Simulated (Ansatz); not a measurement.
This script drives Ansatz's Python interface.

Script `run_pa.py`:
```python
'''Proton affinity of H4O2Si at one site.'''

import ansatz as az
import numpy as np

geometry_ang = [
    ('O', (-1.3544, -0.2124, 0.2622)),
    ('Si', (0.1112, 0.4382, 0.0191)),
    ('O', (1.0853, -0.8271, -0.3227)),
    ('H', (-1.7448, -0.52, -0.5497)),
    ('H', (0.0897, 1.3578, -1.1486)),
    ('H', (0.5771, 1.1216, 1.2529)),
    ('H', (1.2972, -1.4262, 0.4411)),
]
geometry = az.Crystal.molecule()
for symbol, xyz in geometry_ang:
    geometry = geometry.atom(symbol, xyz)

calculation = (
    geometry.calculation()
    .basis(gaussian='def2-SVP')
    .correlation('mp2')
)
symbols = [site.symbol for site in geometry.cartesian_sites]
start = np.array([site.position_ang for site in geometry.cartesian_sites], dtype=float)
data = calculation.relax(force_tolerance=0.01).run().report
end = np.array(data['positions_ang'])

# start the new hydrogen opposite the existing bonds
away = sum((end[2] - end[j]) / np.linalg.norm(end[2] - end[j]) for j in [1, 6]) + np.array([0.15, 0.1, -0.2])
proton = end[2] + 1.0 * away / np.linalg.norm(away)
acid = az.Crystal.molecule()
for symbol, place in zip(symbols, end):
    acid = acid.atom(symbol, place.tolist())
acid = acid.atom('H', proton.tolist())
protonated = acid.calculation()
protonated = protonated.basis(gaussian='def2-SVP').correlation('mp2')
protonated = protonated.charge(1)
protonated = protonated.relax(force_tolerance=0.01, max_steps=80)
after = protonated.run().report
xyz = np.array(after['positions_ang'])
reach = np.linalg.norm(xyz[:-1] - xyz[-1], axis=1)
print(f'base {data["free_energy_ev"]:.5f} eV, protonated {after["free_energy_ev"]:.5f} eV')
print(f'the proton ends {reach.min():.3f} A from {symbols[reach.argmin()]}{reach.argmin()}')
print(f'electronic proton affinity {96.485332 * (data["free_energy_ev"] - after["free_energy_ev"]):.1f} kJ/mol')
```

It is started by `python run_pa.py`. Estimate its wall time and peak memory on 1 thread of Arm Neoverse V1, on a shared host.

It took about 31 s, with a peak of 0.22 GiB, for 2 runs of the engine.

```console
$ python run_pa.py
base -12009.41471 eV, protonated -12017.82625 eV
the proton ends 0.975 A from O2
electronic proton affinity 811.6 kJ/mol
```

Total energies depend on the basis set; only differences at equal settings carry meaning. The proton is put on one chosen atom, which needn't be the most basic site, so the molecule's proton affinity can be higher; the ends are stationary points, not checked by frequencies, and zero-point and thermal terms count only where printed.
